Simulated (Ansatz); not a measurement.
Input for Ansatz (development build ahead of 0.2.0):

```yaml
crystal:
  periodic: [false, false, false]
  atoms:
    - { symbol: C, position_ang: [0.0, 0.01452, -0.63502] }
    - { symbol: C, position_ang: [0.0, -0.03876, 0.7272] }
    - { symbol: H, position_ang: [0.85905, 0.01359, 1.24729] }
    - { symbol: H, position_ang: [-0.85905, 0.01359, 1.24729] }
    - { symbol: H, position_ang: [0.0, 0.97526, -0.98072] }
    - { symbol: H, position_ang: [0.82012, -0.4285, -1.03347] }
    - { symbol: H, position_ang: [-0.82012, -0.4285, -1.03347] }
basis:
  gaussian: { orbitals: cc-pVTZ }
magnetization:
  spin_polarized: true
  initial_magnetization: 1
hamiltonian:
  xc: hf
```

The input is written out in the form of the current development build from the run's settings.

Output:

```yaml
Converged: yes
Total_energy: -78.59637 hartree
Spin_squared_of_the_determinant: 0.760
```
